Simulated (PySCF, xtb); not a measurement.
Potential energy curve for LiF, singlet.

- UHF/aug-cc-pVDZ (PySCF)
- RKS-B3LYP/6-31G* = restricted B3LYP/6-31G*, spherical d run with PySCF
- GFN1-xTB (xtb)
- CASSCF(8,5)/aug-cc-pVDZ (PySCF)

Energies are in kJ/mol, each relative to the lowest point of its own curve near equilibrium.

```
R / Å         UHF  RKS-B3LYP/6-31G*    GFN1-xTB  CASSCF(8,5)
-----  ----------  ----------------  ----------  -----------
1.24        166.5             176.5       110.9            —
1.32         81.7              82.7        45.9            —
1.39         37.4              35.2        16.3            —
1.48   (withheld)               5.8         1.2            —
1.53          1.5               0.4         0.0          1.7
1.56          0.0               0.0         1.0          0.0
1.60          0.3               2.0  (withheld)          2.1
1.65          3.7               7.7         9.4          4.5
1.72         12.8              19.9        19.6         12.1
1.80         27.4              38.0        33.5         25.2
1.96         64.1              80.7        65.0         59.1
2.11        101.7             123.5        95.9         94.7
2.34        158.6        (withheld)       142.6        149.3
2.57        210.7        (withheld)       186.6        200.3
2.80        256.7             304.0       227.5        246.1
3.15        315.7             373.9       281.6        305.8
3.43        354.6        (withheld)       317.1        345.9
3.84        375.0        (withheld)           —        394.2
4.26        376.1             500.3           —        433.5
4.64        376.5             522.9           —        462.4
5.43        376.8             554.8           —        508.6
6.20        376.9             573.3           —        541.5
```

Task: Fill in the missing entries.

Result: 
- 1.48, UHF: 8.2
- 1.60, GFN1-xTB: 3.9
- 2.34, RKS-B3LYP/6-31G*: 188.5
- 2.57, RKS-B3LYP/6-31G*: 249.3
- 3.43, RKS-B3LYP/6-31G*: 418.0
- 3.84, RKS-B3LYP/6-31G*: 466.1

A dash means that the run gave no value there, or that the column was ended at a point which the program doubted or which failed a test of continuity chosen for this set; such a test can also cut sound points.

The unrestricted determinant behind UHF is spin-contaminated at 3.84 to 6.20 Å (<S²> up to 1.0, against 0.00 for a pure singlet). The restricted form behind RKS-B3LYP/6-31G* keeps the bonding electrons paired and can't separate into open-shell fragments.
